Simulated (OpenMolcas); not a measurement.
# HS− (hydrosulfide), step by step

We compute a single-point energy (UHF/pcseg-0), then the energy (CASSCF(2,2)/pcseg-0), then the energy (CASPT2(2,2)/pcseg-0), then the energy (SC-NEVPT2(2,2)/pcseg-0), then the energy (MRCI(2,2)/pcseg-0) of HS− (hydrosulfide). 

The calculation is run with OpenMolcas 26.06.

## Step 1: The system as given

HS−: 2 atoms, total charge -1, spin state singlet. As SMILES, `[SH-]`. The S1–H2 distance was set to 3.365 Å, away from the relaxed value.

## Step 2: The energy at UHF/pcseg-0 (run 1)

File mol.xyz:

```xyz
2

S      2.298785    -0.751595     1.181992
H     -0.574700     0.187900    -0.295500
```

File step1.input:

```
* HS Hartree-Fock

&GATEWAY
  BasLib = $CurrDir
  Coord = mol.xyz
  Basis = pcseg-0
  Group = NoSym

&SEWARD

&SCF
  UHF
  Charge = -1
  Scramble = 0.25
  PrOrbitals = 1 1
```

The basis set pcseg-0 is read from a file made from the Basis Set Exchange's data (not shown).

The run is started by

```sh
$ export MOLCAS_MEM=1860
$ pymolcas step1.input > step1.log
```

Standard output, shortened:

```text
--- Start Module: gateway ---
[...]
--- Stop Module: gateway /rc=_RC_ALL_IS_WELL_ ---
--- Start Module: seward ---
[...]
      Basis functions           15
--- Stop Module: seward /rc=_RC_ALL_IS_WELL_ ---
--- Start Module: scf ---
[...]
       Convergence after  19 Iterations
[...]
::    Total SCF energy                               -397.5049180673
[...]
      Total spin, S                                     0.6068842590
[...]
      Total electronic charge=   18.000000
      Total            charge=   -1.000000
[...]
      Dipole Moment (debye):
      Origin of the operator (angstrom)=    2.2110   -0.7229    1.1368
                   X= -1.6826E-01               Y=  5.4943E-02               Z= -8.6517E-02           Total=  1.9701E-01
      Center of Charge (angstrom)
[...]
--- Stop Module: scf /rc=_RC_ALL_IS_WELL_ ---
[...]
```

Wall time 1.7 s (1 thread of Arm Neoverse V2, shared host); peak memory 0.37 GiB.

## Step 3: A single-point energy at CASSCF(2,2)/pcseg-0 (run 2)

mol.xyz is that of step 2.

File step2.input:

```
>>> EXPORT MOLCAS_PRINT=2

&GATEWAY
 BasLib=$CurrDir
 Coord=mol.xyz
 Basis=pcseg-0
 Group=NoSym

&SEWARD

&RASSCF
 FileOrb=$CurrDir/step1.UnaOrb
 Spin=1
 Nactel=2 0 0
 Inactive=8
 Ras2=2
 OrbListing=Nothing
```

The basis set pcseg-0 is read from a file made from the Basis Set Exchange's data (not shown).

The run is started by

```sh
$ export MOLCAS_MEM=1860
$ pymolcas step2.input > step2.log
```

Standard output, shortened:

```text
--- Start Module: gateway ---
[...]
--- Stop Module: gateway /rc=_RC_ALL_IS_WELL_ ---
--- Start Module: seward ---
[...]
      Basis functions           15
--- Stop Module: seward /rc=_RC_ALL_IS_WELL_ ---
--- Start Module: rasscf ---
[...]
      Number of active orbitals                  2
[...]
      Spin quantum number                      0.0
[...]
      Active orbitals                            2
[...]
      Number of CSFs                             3
[...]
      Number of root(s) required                 1
[...]
      Convergence after 17 iterations
[...]
      printout of CI-coefficients larger than  0.05 for root  1
      energy=    -397.508179
      conf/sym  11     Coeff  Weight
             1  20  -0.81734 0.66804
             3  02   0.57616 0.33196
      Natural orbitals and occupation numbers for root  1
      sym 1:   1.336089   0.663911
      ************************************************************************************************************************
      *                                                    Final results                                                     *
[...]
::    RASSCF root number  1 Total energy:   -397.50817935
[...]
      Total electronic charge=   18.000000
      Total            charge=   -1.000000
[...]
      Dipole Moment (debye):
      Origin of the operator (angstrom)=    2.2110   -0.7229    1.1368
                   X=  1.6414E-01               Y= -5.3664E-02               Z=  8.4399E-02           Total=  1.9221E-01
      Center of Charge (angstrom)
[...]
--- Stop Module: rasscf /rc=_RC_ALL_IS_WELL_ ---
[...]
```

It took 1.7 s on 1 thread of Arm Neoverse V2, shared host; peak memory 0.37 GiB.

## Step 4: The energy at CASPT2(2,2)/pcseg-0 (run 3)

mol.xyz is that of step 3.

File step3.input:

```
&GATEWAY
  BasLib = $CurrDir
  Coord = mol.xyz
  Basis = pcseg-0
  Group = NoSym

&SEWARD

&RASSCF
  FileOrb = $CurrDir/step2.RasOrb
  Spin = 1
  Nactel = 2 0 0
  Inactive = 8
  Ras2 = 2
  OrbListing = Nothing

&CASPT2
  Imaginary = 0.1
  Frozen = 5
```

The basis set pcseg-0 is read from a file made from the Basis Set Exchange's data (not shown).

The run is started by

```sh
$ export MOLCAS_MEM=1860
$ pymolcas step3.input > step3.log
```

Standard output, shortened:

```text
--- Start Module: gateway ---
[...]
--- Stop Module: gateway /rc=_RC_ALL_IS_WELL_ ---
[...]
      Basis functions           15
[...]
--- Start Module: rasscf ---
[...]
      Number of active orbitals                  2
[...]
      Spin quantum number                      0.0
[...]
      Active orbitals                            2
[...]
      Number of CSFs                             3
[...]
      Number of root(s) required                 1
[...]
      Convergence after  4 iterations
[...]
      printout of CI-coefficients larger than  0.05 for root  1
      energy=    -397.508179
      conf/sym  11     Coeff  Weight
             1  20  -0.81734 0.66804
             3  02   0.57616 0.33196
      Natural orbitals and occupation numbers for root  1
      sym 1:   1.336088   0.663912
      ************************************************************************************************************************
      *                                                    Final results                                                     *
[...]
::    RASSCF root number  1 Total energy:   -397.50817935
[...]
      Total electronic charge=   18.000000
      Total            charge=   -1.000000
[...]
      Dipole Moment (debye):
      Origin of the operator (angstrom)=    2.2110   -0.7229    1.1368
                   X=  1.6414E-01               Y= -5.3667E-02               Z=  8.4400E-02           Total=  1.9222E-01
      Center of Charge (angstrom)
[...]
--- Stop Module: rasscf /rc=_RC_ALL_IS_WELL_ ---
--- Start Module: caspt2 ---
[...]
 ###    WARNING: User changed nr of frozen orbitals.                         ###
 ###############################################################################
[...]
      E2 (Variational):          -0.0307192170
      Total energy:            -397.5388985669
[...]
      Reference weight:           0.98820
[...]
::    CASPT2 Root  1     Total energy:   -397.53889857
[...]
--- Stop Module: caspt2 /rc=_RC_ALL_IS_WELL_ ---
[...]
```

Wall time 1.5 s (1 thread of Arm Neoverse V2, shared host); peak memory 0.37 GiB.

## Step 5: A single-point energy at SC-NEVPT2(2,2)/pcseg-0 (run 4)

mol.xyz is that of step 4.

File step4.input:

```
* HS NEVPT2

&GATEWAY
  BasLib=$CurrDir
  Coord=mol.xyz
  Basis=pcseg-0
  Group=NoSym

&SEWARD

&RASSCF
  FileOrb=$CurrDir/step2.RasOrb
  Spin=1
  Nactel=2 0 0
  Inactive=8
  Ras2=2
  OrbListing=Nothing

&CASPT2
  SC-NEVPT2
  Frozen=5
```

The basis set pcseg-0 is read from a file made from the Basis Set Exchange's data (not shown).

The run is started by

```sh
$ export MOLCAS_MEM=1860
$ pymolcas step4.input > step4.log
```

Standard output, shortened:

```text
--- Start Module: gateway ---
[...]
--- Stop Module: gateway /rc=_RC_ALL_IS_WELL_ ---
[...]
      Basis functions           15
[...]
--- Start Module: rasscf ---
[...]
      Number of active orbitals                  2
[...]
      Spin quantum number                      0.0
[...]
      Active orbitals                            2
[...]
      Number of CSFs                             3
[...]
      Number of root(s) required                 1
[...]
      Convergence after  4 iterations
[...]
      printout of CI-coefficients larger than  0.05 for root  1
      energy=    -397.508179
      conf/sym  11     Coeff  Weight
             1  20  -0.81734 0.66804
             3  02   0.57616 0.33196
      Natural orbitals and occupation numbers for root  1
      sym 1:   1.336088   0.663912
      ************************************************************************************************************************
      *                                                    Final results                                                     *
[...]
::    RASSCF root number  1 Total energy:   -397.50817935
[...]
      Total electronic charge=   18.000000
      Total            charge=   -1.000000
[...]
      Dipole Moment (debye):
      Origin of the operator (angstrom)=    2.2110   -0.7229    1.1368
                   X=  1.6414E-01               Y= -5.3667E-02               Z=  8.4400E-02           Total=  1.9222E-01
      Center of Charge (angstrom)
[...]
--- Stop Module: rasscf /rc=_RC_ALL_IS_WELL_ ---
--- Start Module: caspt2 ---
[...]
 ###    WARNING: User changed nr of frozen orbitals.                         ###
 ###############################################################################
[...]
      E2 (Variational):          -0.0300846670
[...]
      E2 (Variational):          -0.0300830033
      Total energy:            -397.5382623532
[...]
      Reference weight:           0.98924
[...]
::    SC-NEVPT2 Root  1     Total energy:   -397.53826235
[...]
--- Stop Module: caspt2 /rc=_RC_ALL_IS_WELL_ ---
[...]
```

Run time: 1.5 s. Hardware: 1 thread of Arm Neoverse V2, shared host; peak memory 0.37 GiB.

## Step 6: A single-point energy at MRCI(2,2)/pcseg-0 (run 5)

mol.xyz is that of step 5.

File step5.input:

```
* HS MRCI

&GATEWAY
 BasLib=$CurrDir
 Coord=mol.xyz
 Basis=pcseg-0
 Group=NoSym

&SEWARD

&RASSCF
 FileOrb=$CurrDir/step2.RasOrb
 Spin=1
 Nactel=2 0 0
 Inactive=8
 Ras2=2
 OrbListing=Nothing

&MOTRA
 LumOrb
 Frozen=5

&GUGA
 Electrons=8
 Spin=1
 Inactive=3
 Active=2
 CIAll=1

&MRCI
 SDCI
```

The basis set pcseg-0 is read from a file made from the Basis Set Exchange's data (not shown).

The run is started by

```sh
$ export MOLCAS_MEM=1860
$ pymolcas step5.input > step5.log
```

Standard output, shortened:

```text
--- Start Module: gateway ---
[...]
--- Stop Module: gateway /rc=_RC_ALL_IS_WELL_ ---
[...]
      Basis functions           15
[...]
      Number of active orbitals                  2
[...]
      Spin quantum number                      0.0
[...]
      Active orbitals                            2
[...]
      Number of CSFs                             3
[...]
      Number of root(s) required                 1
[...]
      Convergence after  4 iterations
[...]
      printout of CI-coefficients larger than  0.05 for root  1
      energy=    -397.508179
      conf/sym  11     Coeff  Weight
             1  20  -0.81734 0.66804
             3  02   0.57616 0.33196
      Natural orbitals and occupation numbers for root  1
      sym 1:   1.336088   0.663912
      ************************************************************************************************************************
      *                                                    Final results                                                     *
[...]
::    RASSCF root number  1 Total energy:   -397.50817935
[...]
      Dipole Moment (debye):
      Origin of the operator (angstrom)=    2.2110   -0.7229    1.1368
                   X=  1.6414E-01               Y= -5.3667E-02               Z=  8.4400E-02           Total=  1.9222E-01
      Center of Charge (angstrom)
[...]
      *** WARNING: Default frozen orbitals is overwritten by user input.
      *** Default values:   5
[...]
--- Start Module: guga ---
[...]
--- Stop Module: guga /rc=_RC_ALL_IS_WELL_ ---
--- Start Module: mrci ---
[...]
       (But an ACPF correction will be computed)
       USE THE DEFAULT ACPF G-VALUE GFAC=  0.25000000000000000
[...]
                      CI ENERGY:  -397.54431151
[...]
                ACPF CORRECTION:    -0.00046722
[...]
      Total electronic charge=   18.000000
      Total            charge=   -1.000000
[...]
     ACPF CORRECTION:     -0.00046722
[...]
  CI State   1     Total energy:   -397.54431151     QDav:     -0.00062566     QACPF:     -0.00046722
[...]
--- Stop Module: mrci /rc=_RC_ALL_IS_WELL_ ---
[...]
```

Run time: 1.6 s. Hardware: 1 thread of Arm Neoverse V2, shared host; peak memory 0.37 GiB.

## Step 7: Results

```
                                                                 quantity          value
                                         run 1, UHF/pcseg-0: total energy  -397.50492 Eh
                                          run 1, UHF/pcseg-0: HOMO energy       -0.74 eV
                                          run 1, UHF/pcseg-0: LUMO energy        6.21 eV
run 1, UHF/pcseg-0: HOMO–LUMO gap (to an unbound level, set by the basis)        6.95 eV
                                                 run 1, UHF/pcseg-0: ⟨S²⟩          0.975
                                 run 2, CASSCF(2,2)/pcseg-0: total energy  -397.50818 Eh
                                 run 3, CASPT2(2,2)/pcseg-0: total energy  -397.53890 Eh
                              run 4, SC-NEVPT2(2,2)/pcseg-0: total energy  -397.53826 Eh
                                   run 5, MRCI(2,2)/pcseg-0: total energy  -397.54431 Eh
```

**Reading.** ⟨S²⟩ (run 1, UHF/pcseg-0) is 0.98 where a pure singlet has 0.00: the reference is spin-contaminated.
